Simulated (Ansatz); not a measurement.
Two structures of AlNH$_{6}$O, singlet, reached by relaxing down either side of one saddle point (PBE0-D4/def2-TZVP). Energies are electronic, without zero-point energy. Computed with Ansatz 0.2.0 (basis: def2-TZVPP and def2-QZVPP); correlated methods freeze the cores. Extrapolation: Hartree–Fock as exp(−7.88 √X), correlation as X^−2.97. First:

Al1  (-0.303, -0.635, 0.567)
N2  (-0.608, 1.122, 0.125)
H3  (-1.475, -1.665, 0.275)
H4  (0.778, -0.870, 1.719)
H5  (0.684, 0.276, -1.163)
O6  (0.865, -0.692, -1.072)
H7  (-0.242, 1.865, 0.702)
H8  (-1.508, 1.416, -0.226)
H9  (1.809, -0.818, -0.926)
(Å)

Second:

```xyz
9
angstrom
Al 0.0337 -0.8088 0.4018
N -0.5042 1.1151 -0.0152
H -1.3336 -1.6202 0.2059
H 0.6363 -0.7056 1.8826
H 0.0800 1.3323 -0.8196
O 1.1537 -0.7871 -0.9262
H -0.2945 1.7734 0.7266
H -1.4766 1.2248 -0.2800
H 1.7052 -1.5240 -1.1760
```

(1) Which bonds change from the first to the second?

(2) Give the saddle point's structure and its height above each. (Judge from chemistry; the value comes from the calculation.)

The T1 diagnostic stays at or below 0.011.

Results:

(1) AlNH₄ ([NH2][AlH2]) + H₂O → AlH₃O ([OH][AlH2]) + NH₃ (still joined by a long Al–N bond); bonds formed: N2–H5; dative contacts that become bonds: Al1–O6; bonds broken: H5–O6; bonds weakened to dative contacts: Al1–N2.

(2) By the calculation: 3.43 kcal/mol above the first and 23.78 kcal/mol above the second (CCSD(T) at an estimated basis limit (MP2 extrapolated from triple and quadruple zeta, plus CCSD(T) − MP2 in triple zeta)).
```
9
angstrom
Al -0.2498 -0.7436 0.5559
N -0.5004 1.0671 0.0267
H -1.4957 -1.6932 0.3100
H 0.7400 -0.9039 1.7934
H 0.4359 0.4153 -0.8792
O 0.8172 -0.6272 -1.0412
H -0.1405 1.8143 0.6047
H -1.3804 1.3705 -0.3680
H 1.7738 -0.6995 -1.0023
```

The step is the kind of ligand exchange by which a precursor binds to a hydroxyl group, or is hydrolysed, in atomic layer deposition of oxides.

Labels in which every atom is bracketed show which atoms are joined, not bond orders.

For scale, one of the runs: CCSD(T)/def2-TZVPP, 188 basis functions, launched by `ansatz run in.yaml --threads 2 --pin off --events-out ev --progress --plain --max-ram 4352MiB`. The run took 43 s on 2 CPU threads of an Arm Neoverse V2 (shared host), with 2 GiB of host memory at its peak.
